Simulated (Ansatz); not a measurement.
Born–Oppenheimer molecular dynamics of C2H7Al (10 atoms, charge 0, multiplicity 1). It starts from a relaxed structure.

Computed with RKS PBE0-D4/6-31G* (Ansatz 0.2.0).

```json
{
 "ensemble": "NVE (velocity Verlet)",
 "time step": "1 fs",
 "steps asked": "500",
 "starting velocities drawn for": "1000 K",
 "seed": "256068"
}
```

First frame:

```xyz
10
Properties=species:S:1:pos:R:3
Al 0.002 0.011 -0.035
H -0.013 -0.012 1.569
C 1.726 0.015 -0.975
H 2.071 -1.015 -1.145
H 1.666 0.490 -1.961
H 2.514 0.516 -0.402
C -1.717 0.002 -0.985
H -2.293 -0.903 -0.747
H -2.345 0.848 -0.676
H -1.610 0.047 -2.074
```

(1) How far do the bonds stretch over the last three quarters of this one trajectory? (Pairs bonded in most of those frames.)

Answers

(1) 
| bond | mean (Å) | spread (Å) | shortest | longest |
| --- | --- | --- | --- | --- |
| Al1–H2 | 1.607 | 0.013 | 1.58 | 1.63 |
| Al1–C3 | 1.969 | 0.050 | 1.87 | 2.07 |
| Al1–C7 | 1.974 | 0.056 | 1.87 | 2.08 |
| C3–H4 | 1.108 | 0.049 | 1.02 | 1.20 |
| C3–H5 | 1.104 | 0.040 | 1.03 | 1.19 |
| C3–H6 | 1.111 | 0.056 | 0.99 | 1.23 |
| C7–H8 | 1.104 | 0.029 | 1.04 | 1.17 |
| C7–H9 | 1.106 | 0.035 | 1.04 | 1.18 |
| C7–H10 | 1.108 | 0.046 | 1.02 | 1.20 |

Mean temperature of the second half: 602 K. The conserved energy stayed within 3.4 meV per atom of its start (net change 0.81 meV per atom), so there is no drift, though single steps change it by up to 22 meV in the whole system, a sign of fast motions only just resolved. A run of 0.5 ps of so small a system gives no equilibrium averages.

The run took 19 min on 1 thread of Arm Neoverse V1 (shared host), peak memory 0.12 GiB.
